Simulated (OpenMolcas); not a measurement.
# One shape, several levels: triplet HNO2

Aim: a comparison of 6 runs (UB3LYP/6-31G*, U-r2SCAN/def2-TZVP, UPBE0/def2-TZVP, USVWN5/def2-TZVP, UTPSS/def2-TZVP, ROMP2/def2-TZVP) of triplet HNO2. 

The calculation is run with OpenMolcas 26.06.

**1. The structure to begin with**

HNO2: 4 atoms, total charge 0, spin state triplet. SMILES of the parent species: `O=NO`. Geometry: relaxed at PBE0-D4/def2-TZVP. That shape belongs to the parent species and isn't relaxed for this state.

Bond lengths: O1–N2 1.162 Å, N2–O3 1.397 Å, O3–H4 0.967 Å. Angles: O1–N2–O3 111.2°, N2–O3–H4 102.9°.

**2. The energy at UB3LYP/6-31G(d) (Cartesian functions) (run 1)**

Input file run.input:

```
&gateway
  baslib=$CurrDir
  coord
  4
  angstrom
  O        0.413650       0.047230       1.437260
  N        0.320150      -0.419400       0.377370
  O       -0.362650       0.434660      -0.492650
  H       -0.371140      -0.062490      -1.321980
  basis=6-31Gs
  group=NoSym

&seward
  gridinput
  Grid=UltraFine
  End of Grid

&scf
  uhf
  spin=3
  ksdft=B3LYP
  thresholds=1e-10 1e-07 1e-07 1e-05
  prorbitals=1
```

The basis set 6-31G* is read from a file made from the Basis Set Exchange's data (not shown).

Run with:

```sh
$ export MOLCAS_MEM=1860
$ pymolcas run.input > run.log
```

Log:

```text
--- Start Module: gateway ---
[...]
--- Stop Module: gateway /rc=_RC_ALL_IS_WELL_ ---
--- Start Module: seward ---
[...]
      Basis functions           47
--- Stop Module: seward /rc=_RC_ALL_IS_WELL_ ---
--- Start Module: scf ---
[...]
       Convergence after  19 Iterations
[...]
::    Total KS-DFT energy                            -205.6040575410
[...]
      Total spin, S                                     1.0023757033
[...]
      Total electronic charge=   24.000000
      Total            charge=   -0.000000
[...]
      Dipole Moment (debye):
      Origin of the operator (angstrom)=    0.1048    0.0377    0.4055
                   X= -3.0042E-01               Y= -7.4442E-01               Z= -2.1885E+00           Total=  2.3311E+00
      Quadrupole Moment (debye*angstrom):
[...]
--- Stop Module: scf /rc=_RC_ALL_IS_WELL_ ---
[...]
```

Run time: 12 s. Hardware: 1 thread of Arm Neoverse V2, shared host; peak memory 0.38 GiB.

**3. A single-point energy at U-r2SCAN/def2-TZVP (run 2)**

Input file run.input:

```
* HNO2 Kohn-Sham DFT

&GATEWAY
  BasLib=$CurrDir
  BasisSet
  O.def2-TZVP....
  O1 0.413650 0.047230 1.437260 angstrom
  O3 -0.362650 0.434660 -0.492650 angstrom
  End of Basis
  BasisSet
  N.def2-TZVP....
  N2 0.320150 -0.419400 0.377370 angstrom
  End of Basis
  BasisSet
  H.def2-TZVP....
  H4 -0.371140 -0.062490 -1.321980 angstrom
  End of Basis

&SEWARD
  GridInput
  Grid=UltraFine
  End of Grid

&SCF
  UHF
  Spin=3
  KSDFT=2
  1.0 MGGA_X_R2SCAN
  1.0 MGGA_C_R2SCAN
  Thresholds=1e-10 1e-07 1e-07 1e-05
  PrOrbitals=0
```

The basis set def2-TZVP is read from a file made from the Basis Set Exchange's data (not shown).

Run with:

```sh
$ export MOLCAS_MEM=1860
$ pymolcas run.input > run.log
```

Log:

```text
--- Start Module: gateway ---
[...]
--- Stop Module: gateway /rc=_RC_ALL_IS_WELL_ ---
--- Start Module: seward ---
[...]
      Basis functions           99
--- Stop Module: seward /rc=_RC_ALL_IS_WELL_ ---
[...]
--- Start Module: scf ---
[...]
       Convergence after  19 Iterations
[...]
::    Total KS-DFT energy                            -205.6105944605
[...]
      Total spin, S                                     1.0031782354
[...]
      Total electronic charge=   24.000000
      Total            charge=   -0.000000
[...]
      Dipole Moment (debye):
      Origin of the operator (angstrom)=    0.1048    0.0377    0.4055
                   X= -3.2967E-01               Y= -6.9738E-01               Z= -2.2089E+00           Total=  2.3398E+00
      Quadrupole Moment (debye*angstrom):
[...]
--- Stop Module: scf /rc=_RC_ALL_IS_WELL_ ---
[...]
```

It took 52 s on 1 thread of Arm Neoverse V2, shared host; peak memory 0.55 GiB.

Runs 3 to 5 aren't shown in full; the table further down has their settings and results.

**4. The energy at ROMP2/def2-TZVP (run 6)**

Input file calc.input:

```
&GATEWAY
BASLIB=$CurrDir
BASISSET
O.def2-TZVP....
O1 0.413650 0.047230 1.437260 angstrom
O3 -0.362650 0.434660 -0.492650 angstrom
End of Basis
BASISSET
N.def2-TZVP....
N2 0.320150 -0.419400 0.377370 angstrom
End of Basis
BASISSET
H.def2-TZVP....
H4 -0.371140 -0.062490 -1.321980 angstrom
End of Basis
&SEWARD
&SCF
UHF
SPIN=3
THRESHOLDS=1e-10 1e-07 1e-07 1e-05
PRORBITALS=1 2
&RASSCF
FILEORB=$Project.UnaOrb
SPIN=3
NACTEL=2 0 0
INACTIVE=11
RAS2=2
OUTORBITALS=Canonical
ORBLISTING=Nothing
&CASPT2
IPEA=0.0
FROZEN=3
```

The basis set def2-TZVP is read from a file made from the Basis Set Exchange's data (not shown).

Run with:

```sh
$ export MOLCAS_MEM=1860
$ pymolcas calc.input > calc.log
```

Log:

```text
--- Start Module: gateway ---
[...]
--- Stop Module: gateway /rc=_RC_ALL_IS_WELL_ ---
[...]
      Basis functions           99
[...]
       Convergence after  26 Iterations
[...]
::    Total SCF energy                               -204.6768063293
[...]
      Total spin, S                                     1.0156829297
[...]
--- Start Module: rasscf ---
[...]
      Number of active orbitals                  2
[...]
      Spin quantum number                      1.0
[...]
      Active orbitals                            2
[...]
      Number of CSFs                             1
[...]
      Number of root(s) required                 1
[...]
      Convergence after 13 iterations
[...]
      printout of CI-coefficients larger than  0.05 for root  1
      energy=    -204.659376
      conf/sym  11     Coeff  Weight
             1  uu   1.00000 1.00000
      Natural orbitals and occupation numbers for root  1
      sym 1:   1.000000   1.000000
      ************************************************************************************************************************
      *                                                    Final results                                                     *
[...]
::    RASSCF root number  1 Total energy:   -204.65937635
[...]
      Total electronic charge=   24.000000
      Total            charge=   -0.000000
[...]
      Dipole Moment (debye):
      Origin of the operator (angstrom)=    0.1048    0.0377    0.4055
                   X= -2.5095E-01               Y= -6.6508E-01               Z= -1.8979E+00           Total=  2.0266E+00
      Quadrupole Moment (debye*angstrom):
[...]
--- Stop Module: rasscf /rc=_RC_ALL_IS_WELL_ ---
[...]
      E2 (Variational):          -0.6558629274
      Total energy:            -205.3152392765
[...]
      Reference weight:           0.84549
[...]
::    CASPT2 Root  1     Total energy:   -205.31523928
[...]
```

Run time: 22 s. Hardware: 1 thread of Arm Neoverse V2, shared host; peak memory 0.55 GiB.

**5. The series**

```csv
run,level,Cartesian functions,integration grid,energy (Eh),dipole moment (D),HOMO energy (eV),⟨S²⟩,wall time
1,UB3LYP/6-31G* (Cartesian functions),yes,UltraFine,-205.604058,2.33,-4.89,2.007,12 s
2,U-r2SCAN/def2-TZVP,no,UltraFine,-205.610594,2.34,-4.15,2.010,52 s
3,UPBE0/def2-TZVP,no,UltraFine,-205.489484,2.33,-5.57,2.010,38 s
4,USVWN5/def2-TZVP,no,UltraFine,-204.212384,2.41,-3.74,2.003,25 s
5,UTPSS/def2-TZVP,no,UltraFine,-205.734302,2.31,-3.81,2.006,56 s
6,ROMP2/def2-TZVP,no,–,-205.315239,–,–,–,22 s
```

**6. Summary of results**

```
           quantity          value
run 6: total energy  -205.31524 Eh
```

Over runs 1, 2, 3, 4, 5 the dipole moment (its size) runs from 2.31 D (UTPSS/def2-TZVP) to 2.41 D (USVWN5/def2-TZVP). Totals of different functionals can't be ranked against each other. All runs together took 3.4 min, the longest 56 s.
